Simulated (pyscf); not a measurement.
Single points on ωB97X-D3(BJ)/def2-SVP structures (PySCF, gas phase).

Q: Estimate the classical barrier height and the reaction energy of chloromethane (H₃C–Cl) + Cl–Sn:–Cl [singlet] → H₃C–Sn(Cl)(Cl)–Cl at ωB97M-D3(BJ)/def2-TZVP. The step runs on the singlet surface, breaks C–Cl and forms C–Sn, Cl–Sn; take the separated reactants as zero.

A: ΔE‡ = 48.8 kcal/mol, ΔE = -25.3 kcal/mol. Zero-point energy shifts the barrier by -0.9 kcal/mol. It is an insertion, with an imaginary mode of 513i cm⁻¹. On the reactant side the descent ends in a bound adduct, 8.2 kcal/mol under the separated species and 54.3 kcal/mol under the saddle at ωB97X-D3(BJ)/def2-TZVP. At ωB97X-D3(BJ)/def2-TZVP the barrier from the zero used here is 46.1 kcal/mol. One saddle was located; it need not be the lowest between these sides. One closed-shell reference is unstable to symmetry breaking; treat the single-reference values with care. Elements past Kr carry the def2 core potentials, without spin-orbit coupling.
